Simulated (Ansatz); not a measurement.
The input, for Ansatz 0.2.0:

```yaml
crystal:
  periodic: [false, false, false]
  atoms:
    - {symbol: O, position_ang: [0.000000, 0.000000, 0.000000]}
    - {symbol: H, position_ang: [0.000000, 0.000000, 1.246000]}
basis:
  gaussian: {orbitals: aug-cc-pVDZ}
total_charge: 1
correlation: {method: fci, electrons: outside_noble_gas}
```

```sh
$ ansatz run in.yaml --threads 1 --pin off --events-out ev --progress --plain --max-ram 2393MiB
```

Output:

```
485 factors; integrals over basis functions are off by at most 2.4e-7 eV
mean field evaluation 1: about -2035.1867 eV, gradient 2.0e1 eV
mean field evaluation 2: about -2035.1864 eV, gradient 2.0e1 eV
mean field evaluation 4: about -2036.0487 eV, gradient 8.2e-1 eV
mean field evaluation 8: about -2036.0518 eV, gradient 2.9e-4 eV
mean field evaluation 16: about -2036.0518 eV, gradient 5.6e-5 eV
mean field -2036.05184904 eV, -74.8235253667 hartree, gradient 1.2e-6 eV, S^2 0.000000; 2 other end points of the search recorded, 0 dependent functions left out; unrestricted orbitals would lower it
unrestricted determinant -2038.64345679 eV, -74.9187651950 hartree, S^2 1.0075
1 core orbitals not correlated: weight in the atoms' cores, before any rotation towards them, 1.000 or more for the frozen orbitals, at most 0.000 for the correlated occupied ones
reference -2036.05184904 eV, -74.8235253667 hartree; 3, 3 occupied and 28, 28 virtual orbitals, 485 factors
state -2041.23825215 eV, -75.0141221654 hartree
Total energy: -2041.23825215 eV, -75.0141221654 hartree
```

Natural occupations: 1.9777 1.9517 0.9925 0.9925 0.0384 0.0082 0.0074 0.0074 0.0068 0.0042 0.0042 0.0040 0.0017 0.0011 0.0004 0.0004 0.0004 0.0002 0.0001 0.0001 0.0001 0.0001 0.0001 0.0001.

Ran on 1 thread of Arm Neoverse V1, shared host: 32 s wall, 0.57 GiB peak host memory.
